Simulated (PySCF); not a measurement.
ClF⁺: one state, many levels of theory

State: ²Π (doublet), unpaired electrons π ↑. Set-up: basis Cl def2-TZVPPD, F def2-TZVPPD; no relativity; PySCF 2.14. De refers to Cl⁺ + F in their high-spin ground configurations, without counterpoise correction. The functionals are run spin-unrestricted. A positive dipole points towards F; it is taken about the centre of mass and depends on that origin. Levels whose curve was spin-contaminated or gave no clean fit are not listed.

```
      Level  Re (Å)  ωe (cm⁻¹)  De (eV)  μ (D)  CPU s a point (SCF and correlation, without the integrals)
   UHF-CCSD   1.531        945     2.46    n/a                                                         n/a
UHF-CCSD(T)   1.542        920     2.71    n/a                                                          58
        PBE   1.558        896     3.75  -1.55                                                         1.9
     PBEsol   1.546        924     4.17  -1.51                                                         1.5
     revPBE   1.564        884     3.46  -1.54                                                         0.9
     r²SCAN   1.541        938     3.27  -1.60                                                         2.2
       PBE0   1.525        983     3.11  -1.68                                                         2.6
      B97-3   1.529        971     3.14  -1.69                                                         1.7
       MN15   1.515       1004     3.22  -1.70                                                           3
  BHandHLYP   1.511       1014     2.37  -1.88                                                         1.8
    ωB97M-V   1.528        986     3.17  -1.72                                                         7.1
```

(1) Which functional lies closest to UHF-CCSD(T) in De, which farthest, and by how much do they differ from it?

(2) What does the step from GGA to meta-GGA do here, going from PBE to r²SCAN?

(3) What does the triples do here, going from UHF-CCSD to UHF-CCSD(T)?

Correlated steps freeze 6 core orbitals. For an ion De counts to the pair picked by the measured ionisation energies or electron affinities, which need not be the lowest pair at this level. The state is the lowest determinant that a PBE0 search found; another state may lie lower at other levels.

The whole job (state search and all levels along the bond) took about 7 min on 2 threads of Arm Neoverse V2 (shared host), peak memory 3.5 GiB.

Results:

(1) Closest is BHandHLYP (-3.1 pm in Re, +10.2 % in ωe, -0.34 eV in De against UHF-CCSD(T) in the same basis), farthest PBEsol (+0.4 pm in Re, +0.4 % in ωe, +1.46 eV in De). CCSD(T) converges more slowly with the basis than the functionals do and binds too weakly in this one, so the order can change at the basis-set limit.

(2) r²SCAN less PBE: -1.7 pm in Re, +4.7 % in ωe, -0.48 eV in De. 

(3) UHF-CCSD(T) less UHF-CCSD: +1.1 pm in Re, -2.6 % in ωe, +0.25 eV in De. Correlation nearly always deepens the well. The bond lengthens, as in strong covalent bonds, where excitations into antibonding orbitals dominate.
